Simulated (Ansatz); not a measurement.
Species: NF3, charge 0, singlet. NF3 (SMILES FN(F)F).
B3LYP-D3(BJ)/def2-TZVP minimum from Ansatz (a quantum-chemistry and plane-wave program):
```
N
F 1 1.3779
F 1 1.3779 2 102.01
F 1 1.3779 2 102.01 3 105.23
```
Charge 0, spin multiplicity 1.

Total energies in cc-pVDZ, 26 correlated electrons, 4 frozen orbitals. Open shells are spin-unrestricted; no spin-orbit coupling. Correlated methods leave the cores frozen. No relativity.

```tsv
method	program	energy (Eh)	minus CCSDT(Q) (mEh)
HF	Ansatz	-352.55039	773.66
MP2	Ansatz	-353.29046	33.59
CCSD	Ansatz	-353.30174	22.31
CCSD(T)	Ansatz	-353.32081	3.23
CCSDT(Q)	Ansatz	-353.32404	0.00
```

Rough core times of Ansatz's runs on a shared machine: CCSD(T) under 20 s, CCSDT(Q) 4 min.
